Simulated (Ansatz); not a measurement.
# TiO2: structure and electronic state

What does TiO2 look like as a singlet, and where do its frontier electrons sit?

Program: Ansatz 0.2.0, Gaussian basis. Level of theory: RKS PBE0-D4/def2-TZVP. These are calculated values, not measurements.

The runs, in order: relaxation at PBE-D4/def2-TZVP; a single point at PBE0-D4/def2-TZVP.

### Step 1. The system as given

3 atoms, charge 0, spin multiplicity 1.

Atoms are counted from 1 here; the program's logs count them from 0.

Bond lengths: Ti1–O2 1.630 Å, Ti1–O3 1.630 Å. Angles: O2–Ti1–O3 113.6°.

Formally the metal is d0. No spin-orbit coupling is included.

The start is a GFN2-xTB geometry.

### Step 2. Optimising with PBE-D4/def2-TZVP

Contents of in.yaml:

```yaml
crystal:
  periodic: [false, false, false]
  atoms:
    - {symbol: Ti, position_ang: [0.004550, -0.005680, -0.594650]}
    - {symbol: O, position_ang: [1.361390, -0.020020, 0.307930]}
    - {symbol: O, position_ang: [-1.365930, 0.025690, 0.286720]}
basis:
  gaussian: {orbitals: def2-TZVP}
hamiltonian: {xc: pbe, dispersion: d4}
scf: {omitted_lower_state_checks: [starts]}
output: {orbitals: {seedname: orbitals}}
relax: {f_tol: 0.02, max_steps: 100}
```

On the command line:

```console
$ ansatz run in.yaml --threads 4 --pin off --events-out ev --progress --plain --max-ram 3916MiB
```

Further steps of the session: Single point, PBE0-D4/def2-TZVP.

Q: Predict the results of all the runs planned. Wanted: point group; near neighbours of the metal; HOMO, LUMO at PBE0-D4/def2-TZVP; charge on the metal; dipole at PBE-D4/def2-TZVP.

As calculated:

| quantity | value |
| --- | --- |
| point group | C2v |
| near neighbours of the metal | O 1.65, O 1.65 Å |
| HOMO, LUMO at PBE0-D4/def2-TZVP | -7.24, -2.82 eV |
| charge on the metal (Mulliken, PBE0-D4/def2-TZVP) | +1.19 e |
| dipole at PBE-D4/def2-TZVP | 6.49 D |

The molecule keeps its bonding pattern by the stored test; the atoms moved 0.02 Å (rms). The Mulliken charge of the metal, +1.19 e, depends on the basis and isn't its oxidation state. No usable vibrations, so a minimum isn't proven. The HOMO lies nearest to O2, O3 about 48 % each and the LUMO to Ti1 86 %; O2, O3 about 7 % each. Whether this spin is the lowest isn't tested here.
